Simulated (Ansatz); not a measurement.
## C₂H₅S⁺, singlet: from triple and quadruple zeta to the limit

```json
{"atom": "C", "x (Å)": "-0.7827", "y (Å)": "1.0999", "z (Å)": "-0.7114"}
{"atom": "S", "x (Å)": "0.8453", "y (Å)": "0.6307", "z (Å)": "-0.4736"}
{"atom": "C", "x (Å)": "0.6562", "y (Å)": "-0.8840", "z (Å)": "0.4865"}
{"atom": "H", "x (Å)": "-1.5846", "y (Å)": "0.6908", "z (Å)": "-0.0931"}
{"atom": "H", "x (Å)": "-0.9519", "y (Å)": "1.9902", "z (Å)": "-1.3182"}
{"atom": "H", "x (Å)": "0.1315", "y (Å)": "-0.6850", "z (Å)": "1.4327"}
{"atom": "H", "x (Å)": "1.6663", "y (Å)": "-1.2530", "z (Å)": "0.7102"}
{"atom": "H", "x (Å)": "0.1120", "y (Å)": "-1.6468", "z (Å)": "-0.0888"}
```

Ansatz 0.2.0, RHF determinant, valence electrons correlated. Energies in eV.

```csv
set,X,functions,Hartree–Fock,MP2 correlation,CCSD(T) correlation,time
def2-TZVPP,3,174,-12950.3488,-13.6355,-15.4663,"3.3 s on 1 × NVIDIA H100 80GB HBM3 with 1 thread of AMD EPYC 7R13 Processor (Zen 3), on a shared host"
def2-QZVPP,4,334,-12950.7590,-14.5861,-16.3073,10 s on 1 × NVIDIA H100 80GB HBM3 with 1 thread of AMD EPYC 7R13 Processor (Zen 3) (shared host)
```

Hartree–Fock is taken to follow E(X) = E∞ + A·exp(−7.88·√X), correlation E(X) = E∞ + B·X^−2.97.

Cautions: higher spins were not checked; raised T1 diagnostic; restricted determinant unstable towards unrestricted.

Problem. Work out the CCSD(T) energy at the limit, and how far the shortcut misses it that extrapolates MP2 and adds CCSD(T) minus MP2 from the smaller set.

Solution. Hartree–Fock: E∞ = E4 + 0.1377·(E4 − E3) = -12950.8155. Correlation: E∞ = E4 + 0.7407·(E4 − E3) = -16.9303 for CCSD(T) and -15.2902 for MP2. The limit is -12967.7458 eV, 0.679 eV below def2-QZVPP. The shortcut gives a correlation energy of -15.2902 + (-1.8308) = -17.1210, 191 meV lower than the direct value.

Past Ne part of the Hartree–Fock step between the two sets comes from the cores, which don't follow the formula, so the 56 meV that it adds to the total can overshoot; that part largely cancels in differences.
